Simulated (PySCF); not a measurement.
**AlH from Hartree–Fock to correlated methods**

State: ¹Σ⁺ (singlet), closed shell. Set-up: Al def2-SVP, H def2-SVP; no relativity (PySCF 2.14). De refers to Al + H in their high-spin ground configurations, without counterpoise correction. A positive dipole means Al(−)H(+).

```tsv
Level	Re (Å)	ωe (cm⁻¹)	De (eV)	μ (D)
RHF	1.646	1762	2.29	0.29
RHF-MP2	1.642	1762	2.87	n/a
RHF-SCS-MP2	1.642	1759	2.97	n/a
RHF-CCSD	1.645	1734	3.03	n/a
RHF-CCSD(T)	1.646	1729	3.04	n/a
PBE	1.684	1593	3.00	0.01
revPBE	1.686	1592	2.97	0.02
PW91	1.680	1602	3.03	0.00
r²SCAN	1.666	1649	3.02	0.16
PBE0	1.667	1659	2.99	0.09
HSE06	1.668	1654	2.98	0.07
B2PLYP	1.654	1697	3.07	0.09
```

The bond length runs from 1.642 Å (RHF-SCS-MP2) to 1.686 Å (revPBE). De spans 2.29 eV (RHF, mean field) to 3.07 eV (B2PLYP, double hybrid). Correlation at CCSD(T) changes the Hartree–Fock bond energy by +0.75 eV; the triples alone change it by +0.01 eV.

Correlated steps freeze 5 core orbitals. Correlated levels converge slowly with the basis: in double zeta they bind strong bonds too weakly, by up to about 1 eV, and carry superposition errors of some tenths. Where the molecule has an RHF reference, its open-shell atoms are computed with UHF. B2PLYP dipoles, levels and charges come from its SCF part alone.

The whole job (state search and all levels along the bond) took about 0.41 min on 1 thread of Arm Neoverse V1 (shared host), peak memory 0.32 GiB.
